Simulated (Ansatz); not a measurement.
**Worked example: H2Br⁺, triplet against H2Br⁺, singlet**

Geometry (PBE0/def2-TZVP stationary point of a singlet), kept for both states (H2Br⁺, singlet: A1; H2Br⁺, triplet: A2):

```xyz
3

Br    0.0000   -0.0246    0.0000
H     0.0000    0.9758   -1.0458
H     0.0000    0.9758    1.0458
```

Basis cc-pVDZ; Ansatz 0.2.0. Only valence electrons are correlated (noble-gas cores and the filled d shells of p-block atoms frozen). R marks a restricted (for open shells ROHF) determinant, U an unrestricted one. No spin–orbit coupling is included, and no scalar relativity.

Full CI isn't at hand for all of this; UCCSDT(Q) serves as the reference, and is uncertain by the last step of the cluster series or more.

| level | E(H2Br⁺, singlet) (hartree) | E(H2Br⁺, triplet) (hartree) |
| --- | --- | --- |
| UHF | -2573.192968 | -2572.950353 |
| UMP2 | -2573.324299 | -2573.064660 |
| UCCSD(T) | -2573.346949 | -2573.091482 |
| PBE | -2574.568977 | -2574.321439 |
| PBE0 | -2574.657855 | -2574.407863 |
| UCCSDT(Q) | -2573.347497 | -2573.092171 |

Question: Give the vertical gap, H2Br⁺ triplet less H2Br⁺ singlet, at each level in eV (1 hartree = 27.2114 eV), and each error against UCCSDT(Q).

Answer: UCCSDT(Q): (-2573.092171 − (-2573.347497)) × 27.2114 = 6.948 eV (the reference)
PBE0: (-2574.407863 − (-2574.657855)) × 27.2114 = 6.803 eV, error -0.145 eV
PBE: (-2574.321439 − (-2574.568977)) × 27.2114 = 6.736 eV, error -0.212 eV
UCCSD(T): (-2573.091482 − (-2573.346949)) × 27.2114 = 6.952 eV, error 0.004 eV
UMP2: (-2573.064660 − (-2573.324299)) × 27.2114 = 7.065 eV, error 0.117 eV
UHF: (-2572.950353 − (-2573.192968)) × 27.2114 = 6.602 eV, error -0.346 eV

Total energies of functionals can't be set beside those of wave-function methods, since they hold the core's correlation and their own absolute errors; only the differences compare.

In so small a basis the reference is far from its limit while semilocal and hybrid functionals are nearer theirs, so the functionals' errors here hold much of the reference's basis and frozen-core error, which can add to them or hide them.

Each level lands on the state that its own search finds. T1 diagnostics of restricted CCSD: 0.007 and 0.016.
